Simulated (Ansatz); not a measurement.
Input file:

```yaml
crystal:
  periodic: [false, false, false]
  atoms:
    - {symbol: Ge, position_ang: [0.013768, 0.076381, 0.603759]}
    - {symbol: N, position_ang: [-0.129490, -0.327399, -2.977706]}
    - {symbol: H, position_ang: [0.295705, -1.286322, 1.303805]}
    - {symbol: H, position_ang: [0.511536, 0.331380, -3.436088]}
basis:
  gaussian: {orbitals: "6-31G*"}
magnetization: {spin_polarized: false, initial_magnetization: 3}
correlation: {method: sc_nevpt2, electrons: outside_noble_gas, active_space: {window: {electrons: 11, orbitals: 7}}}
scf: {lower_state_search: full}
```

```sh
$ ansatz run in.yaml --threads 1 --pin off --events-out ev --progress --plain --max-ram 2393MiB
```

Output:

```
510 factors; integrals over basis functions are off by at most 5.2e-4 eV
mean field evaluation 1: about -57972.0159 eV, gradient 1.6e1 eV
mean field evaluation 2: about -57972.0247 eV, gradient 1.6e1 eV
mean field evaluation 4: about -57975.3160 eV, gradient 3.1e0 eV
mean field evaluation 8: about -57975.3974 eV, gradient 3.0e-1 eV
mean field evaluation 16: about -57975.4027 eV, gradient 1.9e-6 eV
mean field evaluation 32: about -57975.2873 eV, gradient 6.0e-1 eV
mean field evaluation 64: about -57929.5735 eV, gradient 3.7e1 eV
mean field evaluation 96: about -57975.2274 eV, gradient 7.6e-1 eV
mean field evaluation 128: about -57971.2851 eV, gradient 1.5e0 eV
mean field evaluation 160: about -57971.3458 eV, gradient 1.3e-1 eV
mean field -57975.40268436 eV, -2130.5567515109 hartree, gradient 1.9e-6 eV, S^2 3.750000; 10 other end points of the search recorded, 0 dependent functions left out
reference -57975.40268436 eV, -2130.5567515109 hartree; 22, 19 occupied and 32, 35 virtual orbitals, 510 factors
state -57975.40299708 eV, -2130.5567630031 hartree
state -57975.40299708 eV, -2130.5567630031 hartree; corrected -57979.33370333 eV, -2130.7012137934 hartree
Total energy: -57979.33370333 eV, -2130.7012137934 hartree
```

Natural occupations: 2.0000 2.0000 2.0000 2.0000 1.0000 1.0000 1.0000.

Ran on 1 thread of Arm Neoverse V1, shared host: 4.8 s wall, 0.2 GiB peak host memory.
